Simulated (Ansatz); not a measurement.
# MoS2 (P6_3/mmc)

Method: Ansatz 0.2.0, DFT PBEsol, scalar-relativistic, plane waves, PAW.

Settings: cutoff 420 eV, Γ-centred mesh 12×12×4 on the computed 6-atom cell, Gaussian smearing of 0.02 eV; no spin polarisation.

The structure is relaxed at this level of theory with its symmetry kept.

It takes space group P6_3/mmc (No. 194, hexagonal). Conventional cell: a = 3.141 Å, b = 3.141 Å, c = 12.579 Å, α = 90.00°, β = 90.00°, γ = 120.00°. Around Mo (site symmetry -6m2) lie 6 S at 2.39 Å. S (site symmetry 3m) has 3 Mo at 2.39 Å as nearest neighbours.

| Property | Result |
| --- | --- |
| Volume per atom | 120.9 bohr³ |
| Formation energy from the elements' standard states (uncorrected) | -0.972 eV/atom |
| Kohn–Sham band gap | 0.97 eV, indirect from Γ to (0.177, 0.177, 0.000) |
| Löwdin character of the top 1 eV of the valence band | Mo 4d 61 %, S 3p 35 % |
| Löwdin character of the lowest 1 eV of the conduction band | Mo 4d 64 %, S 3p 31 % |
| Electron masses at the edge by Cartesian direction of the standard setting (m_e; degenerate bands sorted by energy; no spin-orbit coupling) | x: 0.68; y: 0.58; z: 0.55 |
| Hole masses at the edge by Cartesian direction of the standard setting (m_e; degenerate bands sorted by energy; no spin-orbit coupling) | x: 0.84; y: 0.84; z: 0.84 |
| Bader charges (e) | Mo (2 in the cell) 1.19, S (4 in the cell) -0.59 |

Each cell of MoS2 holds layers, and where no dispersion correction was added their binding is poorly described.

A ferromagnetic start lost its moments in a first run, so spin was left out; other magnetic orders weren't tried.

Cost: 8 runs of about 6.3 core-minutes in all, on Arm Neoverse V2 (shared hosts).